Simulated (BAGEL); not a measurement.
# SiH3O (SMILES [O][SiH3]): ROHF/def2-TZVP (density fitting with qzvpp-jkfit)

What is the energy change on altering one bond length of SiH3O at ROHF/def2-TZVP (density fitting with qzvpp-jkfit)? 

Program for the calculation: BAGEL 1.2.2.

2 further runs of the same task are left out: 1 that didn't finish, 1 set aside as unsound or not needed.

## (1) The structure to begin with

SiH3O has 5 atoms, charge 0, and is taken as a doublet. As SMILES, `[O][SiH3]`. Geometry: relaxed at GFN2-xTB.

Bond lengths: O1–Si2 1.530 Å, Si2–H3 1.490 Å, Si2–H4 1.494 Å, Si2–H5 1.496 Å. Angles: O1–Si2–H3 115.3°, O1–Si2–H4 114.5°, O1–Si2–H5 114.3°, H3–Si2–H4 104.6°, H3–Si2–H5 104.2°, H4–Si2–H5 102.6°.

## (2) The energy at ROHF/def2-TZVP (density fitting with qzvpp-jkfit)

Input file job.json:

```json
{ "bagel": [

{
  "title": "molecule",
  "basis": "def2-tzvp.json",
  "df_basis": "qzvpp-jkfit",
  "angstrom": true,
  "geometry": [
    { "atom": "O", "xyz": [      -1.416610,       0.267850,       0.690210 ] },
    { "atom": "Si", "xyz": [      -0.065850,       0.007840,       0.019870 ] },
    { "atom": "H", "xyz": [      -0.120650,      -0.242400,      -1.447490 ] },
    { "atom": "H", "xyz": [       0.685890,      -1.159260,       0.572930 ] },
    { "atom": "H", "xyz": [       0.917210,       1.125960,       0.164480 ] }
  ]
},

{
  "title": "rohf",
  "nopen": 1
},

{
  "title": "print",
  "file": "orbitals.molden",
  "orbitals": true
}

]}
```

The basis set def2-TZVP is read from a file made from the Basis Set Exchange's data (not shown).

Run with:

```bash
$ BAGEL_NUM_THREADS=1 BAGEL job.json > job.out
```

The log of the run:

```text
* using 1 threads per process

  ===============================================================
  ===============================================================

  *** Geometry ***

  { "atom" : "O", "xyz" : [     -2.677005,      0.506163,      1.304308 ] },
  { "atom" : "Si", "xyz" : [     -0.124438,      0.014815,      0.037549 ] },
  { "atom" : "H", "xyz" : [     -0.227995,     -0.458070,     -2.735360 ] },
  { "atom" : "H", "xyz" : [      1.296144,     -2.190684,      1.082681 ] },
  { "atom" : "H", "xyz" : [      1.733276,      2.127756,      0.310822 ] },

  Number of auxiliary basis functions:      259

  Since a DF basis is specified, we compute 2- and 3-index integrals:
    o Being stored without compression. Storage requirement is 0.015 GB

  Number of basis functions:       86
  Number of electrons      :       25

    * METHOD: MOLECULE                             0.12

  *** Open-shell HF ***

  === Nuclear Repulsion ===
    59.2808867397

      * DIIS with orbital gradients will be used.

  === ROHF iteration (def2-tzvp.json) ===
      0       -365.09240112          0.06807066           0.05
      1       -365.00759934          0.08305301           0.06
      2       -365.01507388          0.07980088           0.06
      3       -365.49735961          0.00837266           0.06
      4       -365.51933864          0.00680659           0.06
      5       -365.53693497          0.00367055           0.06
      6       -365.54205959          0.00116245           0.06
      7       -365.54333192          0.00062943           0.06
      8       -365.54320967          0.00014586           0.06
      9       -365.54325680          0.00001977           0.06
     10       -365.54326941          0.00000414           0.06
     11       -365.54326727          0.00000206           0.06
     12       -365.54326725          0.00000104           0.06
     13       -365.54326751          0.00000093           0.06
     14       -365.54326755          0.00000077           0.05
     15       -365.54326750          0.00000057           0.05
[... 43 lines of this table left out ...]
     59       -365.54326763          0.00000008           0.05
     60       -365.54326763          0.00000007           0.05
     61       -365.54326763          0.00000012           0.05
     62       -365.54326763          0.00000006           0.05
     63       -365.54326763          0.00000009           0.05
     64       -365.54326763          0.00000007           0.05
     65       -365.54326763          0.00000004           0.06
     66       -365.54326763          0.00000001           0.06
    * SCF iteration converged.

    * S^2 (ROHF) is 0.7500

    * Permanent dipole moment:
           (   -0.159441,     0.022050,     0.059063) a.u.

    * METHOD: ROHF                                 3.78

    * METHOD: PRINT                                0.04

  ===============================================================
```

Wall time 4.2 s (1 thread of Arm Neoverse N1, shared host); peak memory 0.081 GiB.

## (3) The distorted shape

Input file hf.json:

```json
{ "bagel": [

{
  "title": "molecule",
  "basis": "def2-tzvp.json",
  "df_basis": "qzvpp-jkfit",
  "angstrom": true,
  "geometry": [
    { "atom": "O", "xyz": [   -2.318702,    1.668377,    0.026535 ] },
    { "atom": "Si", "xyz": [   -0.967942,    1.408367,   -0.643805 ] },
    { "atom": "H", "xyz": [   -1.022742,    1.158127,   -2.111165 ] },
    { "atom": "H", "xyz": [    0.685890,   -1.159260,    0.572930 ] },
    { "atom": "H", "xyz": [    0.015118,    2.526487,   -0.499195 ] }
  ]
},
{ "title": "rohf", "nopen": 1 },
{ "title": "print", "file": "orbitals.molden", "orbitals": true }

]}
```

The basis set def2-TZVP is read from a file made from the Basis Set Exchange's data (not shown).

Run with:

```bash
$ BAGEL_NUM_THREADS=1 BAGEL hf.json > hf.out
```

The log of the run:

```text
* using 1 threads per process

  ===============================================================
  ===============================================================

  *** Geometry ***

  { "atom" : "O", "xyz" : [     -4.381712,      3.152776,      0.050144 ] },
  { "atom" : "Si", "xyz" : [     -1.829145,      2.661428,     -1.216615 ] },
  { "atom" : "H", "xyz" : [     -1.932702,      2.188543,     -3.989524 ] },
  { "atom" : "H", "xyz" : [      1.296144,     -2.190684,      1.082681 ] },
  { "atom" : "H", "xyz" : [      0.028569,      4.774368,     -0.943342 ] },

  Number of auxiliary basis functions:      259

  Since a DF basis is specified, we compute 2- and 3-index integrals:
    o Being stored without compression. Storage requirement is 0.015 GB

  Number of basis functions:       86
  Number of electrons      :       25

    * METHOD: MOLECULE                             0.12

  *** Open-shell HF ***

  === Nuclear Repulsion ===
    55.7489395566

      * DIIS with orbital gradients will be used.

  === ROHF iteration (def2-tzvp.json) ===
      0       -365.05535806          0.06927970           0.05
      1       -364.87219495          0.09302573           0.05
      2       -364.95304298          0.08708787           0.05
      3       -365.44524208          0.00626591           0.05
      4       -365.44922744          0.00144129           0.05
      5       -365.44961534          0.00027940           0.05
      6       -365.44964196          0.00008746           0.05
      7       -365.44964514          0.00004413           0.05
      8       -365.44964594          0.00001468           0.05
      9       -365.44964598          0.00000425           0.05
     10       -365.44964600          0.00000310           0.05
     11       -365.44964601          0.00000085           0.05
     12       -365.44964601          0.00000027           0.05
     13       -365.44964601          0.00000012           0.05
     14       -365.44964601          0.00000005           0.05
     15       -365.44964601          0.00000002           0.05
     16       -365.44964601          0.00000001           0.05
     17       -365.44964601          0.00000001           0.05
    * SCF iteration converged.

    * S^2 (ROHF) is 0.7500

    * Permanent dipole moment:
           (   -1.627724,     0.653972,     0.531142) a.u.

    * METHOD: ROHF                                 1.08

    * METHOD: PRINT                                0.04

  ===============================================================
```

Run time: 1.4 s. Hardware: 1 thread of Arm Neoverse N1, shared host; peak memory 0.081 GiB.

## (4) Summary of results

Level: ROHF/def2-TZVP (density fitting with qzvpp-jkfit).

| quantity | value |
| --- | --- |
| first shape: total energy | -365.54327 Eh |
| first shape: dipole moment | 0.44 D |
| first shape: ⟨S²⟩ | 0.750 |
| distorted shape: total energy | -365.44965 Eh |
| distorted shape: dipole moment | 4.66 D |
| distorted shape: ⟨S²⟩ | 0.750 |
| energy change with the Si2–H4 bond stretched from 1.494 to 3.288 Å | 2.548 eV |

**Reading.** With the Si2–H4 bond stretched from 1.494 to 3.288 Å the energy rises by 2.55 eV (246 kJ/mol). The first shape isn't relaxed at this level, so the change isn't measured from a minimum.
